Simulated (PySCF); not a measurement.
Working out the ionisation energy of B

B [He] 2s2 2p1 (2P) → B⁺ [He] 2s2 (1S). Calculation: PySCF 2.14, in ANO-RCC-VTZP (4s3p2d1f, 30 functions); scalar relativity by spin-free X2C-1e. Frozen: 1s2. Energies in hartree (1 hartree = 27.21139 eV):

| part | B (lower) | B⁺ (upper) |
| --- | --- | --- |
| UHF | -24.539526 | -24.244276 |
| CCSD correlation | -0.064486 | -0.060196 |
| (T) | -0.001299 | 0.000000 |

Q: What does Hartree-Fock give?

A: (-24.244276) − (-24.539526) = 0.295250 hartree = 8.034 eV.

Q: What do CCSD and CCSD(T) give?

A: The CCSD correlation energies differ by 0.004290 hartree = 0.117 eV and the triples by 0.001299 hartree = 0.035 eV, so CCSD gives 8.151 eV and CCSD(T) 8.186 eV.

Measured between the centres of the two terms (NIST): 8.297 eV, so CCSD(T) (valence) is off by -0.111 eV.

The coupled-cluster amplitudes are large, so a single reference is strained.

What remains against the reference includes basis incompleteness, the frozen core and higher excitations.
